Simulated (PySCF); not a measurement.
**Electronic absorption of C4H7OP**

Compound: C₄H₇OP.
Z-matrix (Å and degrees, GFN2-xTB geometry), rows numbered from 1:
```
C 
C   1  1.3236
P   2  1.8149  1  124.38
C   3  1.8619  2   98.31  1  -109.69
C   4  1.5012  3  115.80  2   -55.23
O   4  1.2023  3  119.58  2   128.13
H   1  1.0782  2  121.89  3     3.19
H   1  1.0781  2  121.86  3  -176.64
H   2  1.0834  1  120.79  3   174.94
H   3  1.3942  2   97.29  1   -14.53
H   5  1.0890  4  110.03  3   -37.95
H   5  1.0879  4  110.33  3  -160.17
H   5  1.0899  4  108.57  3    80.59
```

Method: PySCF 2.14.0, density-fitted response routines, TDDFT wB97X-D/def2-SVPD, vertical, gas phase, core orbitals frozen in the response.

Task: What does the calculation give for the low-lying excited states?

Result: 

```csv
state,E (eV),λ (nm),ν̃ (cm⁻¹),f,|μ| (D),"main configurations (H = HOMO, L = LUMO)"
S1,3.96,312.8,31960,0.0058,0.62,"H→L (76%), H-1→L (15%)"
S2,5.66,219.0,45670,0.155,2.69,"H→L+1 (70%), H-1→L (15%), H→L (11%)"
S3,6.03,205.6,48640,0.101,2.11,"H-1→L (48%), H→L+1 (14%), H-1→L+1 (11%)"
S4,6.31,196.5,50890,0.051,1.46,"H→L+3 (41%), H→L+2 (32%), H→L+4 (9%)"
S5,6.62,187.2,53430,0.014,0.74,"H→L+3 (41%), H→L+2 (21%), H→L+4 (13%)"
S6,6.81,182.0,54940,0.015,0.77,"H-1→L+1 (68%), H-1→L (9%)"
S7,6.91,179.4,55750,0.028,1.03,"H→L+4 (41%), H→L+2 (25%), H→L+5 (15%)"
S8,7.43,167.0,59890,0.102,1.91,H-2→L (78%)
```

Triplets (Tamm–Dancoff): T1 3.40 eV, H→L (80%), H-1→L (12%); T2 4.13 eV, H→L+1 (62%), H-2→L+1 (18%); T3 5.15 eV, H-1→L (60%), H→L+3 (10%).

The lowest singlet lies at 3.96 eV (313 nm, ultraviolet) and is weak; its leading configuration is HOMO→LUMO (76%). The strongest level in the table is S2 at 5.66 eV (219 nm, f = 0.155). Löwdin shares by element: HOMO phosphorus 31%, oxygen 28%, carbon 21% or more (atoms not listed hold the other 20%); LUMO carbon 41% or more, oxygen 28%, phosphorus 13% (atoms not listed hold the other 18%). The oscillator strengths of these states sum to 0.473; summed over the whole spectrum of an exact calculation they would give the number of electrons, 54 (Thomas–Reiche–Kuhn). The listed states span 3.46 eV, and the widest gap between neighbours is 1.70 eV (S1 to S2). Weighted by f, the mean energy of these states is 6.31 eV. The window holds the lowest 8 singlets.

The run took 26 s on an Arm Neoverse V1 with one thread, shared host.

One conformer stands for the species.
